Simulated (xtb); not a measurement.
xtb input (GFN2-xTB):

```bash
xtb mol.xyz --gfn 2 --ohess tight --chrg -1 --uhf 0
```
mol.xyz:
```
4

C      0.03311361    -0.01922883     0.38059828
F     -0.00578630     1.22996460    -0.08500163
F      1.12026983    -0.61422606    -0.08181721
F     -1.11845159    -0.66314101    -0.09492903
```

Output:

```
           -------------------------------------------------
          |                Calculation Setup                |
           -------------------------------------------------

           -------------------------------------------------
          |                 G F N 2 - x T B                 |
           -------------------------------------------------

        Reference                      10.1021/acs.jctc.8b01176
      * Hamiltonian:
        H0-scaling (s, p, d)           1.850000    2.230000    2.230000
        zeta-weighting                 0.500000
      * Dispersion:
        s8                             2.700000
        a1                             0.520000
        a2                             5.000000
        s9                             5.000000
      * Repulsion:
        kExp                           1.500000    1.000000
        rExp                           1.000000
      * Coulomb:
        alpha                          2.000000
        third order                    shell-resolved
        anisotropic                    true
        a3                             3.000000
        a5                             4.000000
        cn-shift                       1.200000
        cn-exp                         4.000000
        max-rad                        5.000000

          ...................................................
          :                      SETUP                      :
          :.................................................:
          :  # basis functions                  16          :
          :  # atomic orbitals                  16          :
          :  # shells                            8          :
          :  # electrons                        26          :
          :  max. iterations                   250          :
          :  Hamiltonian                  GFN2-xTB          :
          :  restarted?                      false          :
          :  GBSA solvation                  false          :
          :  PC potential                    false          :
          :  electronic temp.          300.0000000     K    :
          :  accuracy                    1.0000000          :
          :  -> integral cutoff          0.2500000E+02      :
          :  -> integral neglect         0.1000000E-07      :
          :  -> SCF convergence          0.1000000E-05 Eh   :
          :  -> wf. convergence          0.1000000E-03 e    :
          :  Broyden damping             0.4000000          :
          :  net charge                         -1          :
          :  unpaired electrons                  0          :
          ...................................................

 iter      E             dE          RMSdq      gap      omega  full diag
   1    -16.5210212 -0.165210E+02  0.739E+00   10.67       0.0  T
   2    -16.5245456 -0.352441E-02  0.418E+00   10.75       1.0  T
   3    -16.5248457 -0.300021E-03  0.472E-01   10.78       1.0  T
   4    -16.5248664 -0.207566E-04  0.124E-01   10.77       1.0  T
   5    -16.5248672 -0.808364E-06  0.191E-02   10.77       2.6  T
   6    -16.5248675 -0.246970E-06  0.565E-03   10.77       8.8  T
[...]
     2   9 F    0.928 --     1 C    0.864
     3   9 F    0.928 --     1 C    0.864
Molecule has the following symmetry elements: (C3) 3*(sigma)
It seems to be the C3v point group
     4   9 F    0.928 --     1 C    0.864
 ---------------------------------------------------------------------------

Topologies differ in total number of bonds
Writing topology from bond orders to xtbtopo.mol

molecular dipole:
                 x           y           z       tot (Debye)
 q only:       -0.013       0.030       0.366
   full:       -0.013       0.031      -0.043       0.139
molecular quadrupole (traceless):
                xx          xy          yy          xz          yz          zz
 q only:       -1.600       0.000      -1.603       0.012      -0.029       3.203
  q+dip:       -1.528       0.000      -1.530       0.003      -0.009       3.057
   full:       -1.228       0.000      -1.230       0.002      -0.007       2.458

           -------------------------------------------------
          |                Geometry Summary                 |
           -------------------------------------------------

      molecular mass/u    :       69.0059454
   center of mass at/Å    :        0.0072312      -0.0165347      -0.0197248
  moments of inertia/u·Å² :        0.5064758E+02   0.5065219E+02   0.9289254E+02
rotational constants/cm⁻¹ :        0.3328418E+00   0.3328115E+00   0.1814746E+00

           -------------------------------------------------
          |               Frequency Printout                |
           -------------------------------------------------
 projected vibrational frequencies (cm⁻¹)
eigval :       -0.00    -0.00    -0.00     0.00     0.00     0.00
eigval :      396.22   396.27   535.79   769.04   769.47   988.24
 reduced masses (amu)
   1: 18.71   2: 17.63   3: 18.57   4: 17.82   5: 18.08   6: 18.56   7: 18.78   8: 18.78
   9: 17.96  10: 13.92  11: 13.92  12: 14.27
 IR intensities (km·mol⁻¹)
   1:  2.84   2:  9.00   3:  6.33   4: 13.73   5:  9.35   6:  1.24   7:  0.51   8:  0.50
   9: 10.94  10:302.78  11:302.88  12: 26.64
 Raman intensities (Ä⁴*amu⁻¹)
   1:  0.00   2:  0.00   3:  0.00   4:  0.00   5:  0.00   6:  0.00   7:  0.00   8:  0.00
   9:  0.00  10:  0.00  11:  0.00  12:  0.00
 output can be read by thermo (or use thermo option).
 writing <g98.out> molden fake output.
 recommended (thermochemical) frequency scaling factor: 1.0
           -------------------------------------------------
          |             Thermodynamic Functions             |
           -------------------------------------------------

c3v symmetry found (for desy threshold:  0.10E+00) used in thermo

          ...................................................
          :                      SETUP                      :
          :.................................................:
          :  # frequencies                           6      :
          :  # imaginary freq.                       0      :
          :  linear?                             false      :
          :  only rotor calc.                    false      :
          :  symmetry                              c3v      :
          :  rotational number                       3      :
          :  scaling factor                  1.0000000      :
          :  rotor cutoff                   50.0000000 cm⁻¹ :
          :  imag. cutoff                  -20.0000000 cm⁻¹ :
          :.................................................:

    mode    ω/cm⁻¹     T·S(HO)/kcal·mol⁻¹    T·S(FR)/kcal·mol⁻¹   T·S(vib)
   ------------------------------------------------------------------------
   ------------------------------------------------------------------------

   temp. (K)  partition function   enthalpy   heat capacity  entropy
                                   cal/mol     cal/K/mol   cal/K/mol   J/K/mol
 298.15  VIB   1.58                  652.036      5.923      3.094
         ROT  0.124E+05              888.752      2.981     21.717
         INT  0.196E+05             1540.788      8.904     24.810
         TR   0.555E+27             1481.254      4.968     38.595
         TOT                        3022.0420    13.8720    63.4049   265.2863

       T/K    H(0)-H(T)+PV         H(T)/Eh          T*S/Eh         G(T)/Eh
Note: The following floating-point exceptions are signalling: IEEE_UNDERFLOW_FLAG IEEE_DENORMAL
normal termination of xtb
   ------------------------------------------------------------------------
    298.15    0.481593E-02    0.135983E-01    0.301257E-01   -0.165274E-01
   ------------------------------------------------------------------------

         :::::::::::::::::::::::::::::::::::::::::::::::::::::
         ::                  THERMODYNAMIC                  ::
         :::::::::::::::::::::::::::::::::::::::::::::::::::::
         :: total free energy         -16.535295780280 Eh   ::
         ::.................................................::
         :: total energy              -16.518768377547 Eh   ::
         :: zero point energy           0.008782402094 Eh   ::
         :: G(RRHO) w/o ZPVE           -0.025309804828 Eh   ::
         :: G(RRHO) contrib.           -0.016527402734 Eh   ::
         :::::::::::::::::::::::::::::::::::::::::::::::::::::

optimized geometry written to: xtbopt.xyz

           -------------------------------------------------
          | TOTAL ENERGY              -16.518768377547 Eh   |
          | TOTAL ENTHALPY            -16.505170044993 Eh   |
          | TOTAL FREE ENERGY         -16.535295780280 Eh   |
          | GRADIENT NORM               0.000084696812 Eh/α |
          | HOMO-LUMO GAP               9.856991214439 eV   |
           -------------------------------------------------

------------------------------------------------------------------------
------------------------------------------------------------------------
 total:
 SCF:
 ANC optimizer:
 analytical hessian:
```

It need not be the lowest isomer of its formula. Whether it binds its extra electron was not tested at this geometry.
